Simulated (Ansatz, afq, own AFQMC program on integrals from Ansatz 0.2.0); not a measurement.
AFQMC on a folder of integrals that Ansatz 0.2.0 wrote.

```yaml
crystal:
  periodic: [false, false, false]
  atoms:
    - {symbol: Ge, position_ang: [0.000000, 0.000000, 0.000000]}
    - {symbol: B, position_ang: [0.000000, 0.000000, 1.977400]}
basis:
  gaussian: {orbitals: cc-pVDZ}
magnetization: {spin_polarized: false, initial_magnetization: 3}
correlation: {method: ccsd_t, electrons: outside_noble_gas, hamiltonian_folder: ham}
```

```sh
$ ansatz run in.yaml --threads 1 --pin off --events-out ev --progress --plain --max-ram 24576MiB --backend cuda --devices 0, --max-vram 18GiB
```

Options of the walk:

```
--method phaseless --trial cisd --walkers 4000 --populations 20 --least-time 60 --time-step 0.005 --steps-per-block 50 --equilibration-blocks 28 --max-blocks 4000 --target-error 0.00016 --factor-cut 1e-05 --start spin_pure --seed 7210 --release-times 0.24,0.51,0.99,1.62,2.4 --release-step 0.03 --release-every 3 --taylor-order 6
```

Times are imaginary, in 1/Eh. The walk had a cap of 122 s. With eight or more populations the least sampling time is a fifth of least-time, and the error comes from their spread. Filled inner d shells are frozen with the cores.

```
orbitals 26  electrons 5 2  factors 190 of 462
reference energy -2099.89152371 Eh
CCSD correlation -0.13587075 Eh in 12 cycles, weight of the determinant in the CISD state 0.8627
energy of the start -2100.027388 Eh
 block  time / (1/Eh)  mean weight  energy / Eh
     1     0.250  1.0000  -2100.026558
     2     0.500  1.0001  -2100.027099
     3     0.750  1.0001  -2100.028082
     4     1.000  1.0001  -2100.029235
     5     1.250  1.0001  -2100.030157
     8     2.000  1.0001  -2100.032626
    11     2.750  0.9999  -2100.034045
    17     4.250  1.0002  -2100.034933
    23     5.750  1.0000  -2100.035545
    29     7.250  0.9999  -2100.035371
    35     8.750  0.9999  -2100.035081
    41    10.250  1.0000  -2100.034707
    43    10.750  1.0000  -2100.034380
    47    11.750  1.0001  -2100.035214
    53    13.250  0.9998  -2100.035124
    59    14.750  1.0002  -2100.035244
    65    16.250  1.0001  -2100.034960
    71    17.750  0.9994  -2100.034734
    77    19.250  0.9999  -2100.035063
    83    20.750  1.0002  -2100.034967
    89    22.250  0.9998  -2100.035419
    95    23.750  1.0000  -2100.035968
    97    24.250  1.0001  -2100.035866
error from the spread of 20 populations
released: time / (1/Eh)  energy / Eh  error  mean overlap
  0.24  -2100.035301  0.000111  1.0019
  0.51  -2100.035654  0.000091  1.0011
  0.99  -2100.036157  0.000197  0.9988
  1.62  -2100.036429  0.000131  0.9974
  2.40  -2100.036507  0.000089  0.9943
energy -2100.035093 +/- 0.000146 Eh
(rows thinned)
```

Task: Estimate how long the walk took on 1 × NVIDIA H100 80GB HBM3 with 2 threads of AMD EPYC 7R13 Processor (Zen 3), with other jobs on the host (the card was shared).

Result: 30 s of wall time.

The run passed its tests (sampling time, drift between the halves within three errors, error under three times the target), which doesn't prove that it has relaxed.

Against this walk (error 4.0 meV) on the same determinant: CCSD(T) 20.5 meV higher, CCSDT(Q) 42.1 meV lower, CCSDTQ 44.1 meV lower, full CI 45.0 meV lower. The error is statistical and leaves out the bias of the constraint. The released energies are still falling (meV from the phaseless value at times in 1/Eh: -6 ± 3 at 0.24, -15.3 ± 2.5 at 0.51, -29 ± 5 at 0.99, -36 ± 4 at 1.62, -38.5 ± 2.4 at 2.40), so they give no level; they do show a bias of the constraint, and the last of them that isn't too noisy lies 6 meV above full CI. Full CI is exact here, so the walk's 45 meV above it is the walk's own error: the bias of the constraint with this trial.

Cautions: constraint bias not in the error; no relativity below Rb; no spin-orbit coupling; inner d shell frozen; lower spins were not checked; raised T1 diagnostic (T1 0.043, weight of the determinant 0.86, largest double 0.09).

CCSDT and higher add their correlation energy to the determinant of the CCSD(T) run, since their own runs factorise the integrals more tightly (a shift of under 2 meV). A walk keeps the symmetry of its determinant, which the program's search chose and which needn't be the lowest solution, so a lower state of the same spin and another symmetry isn't excluded.
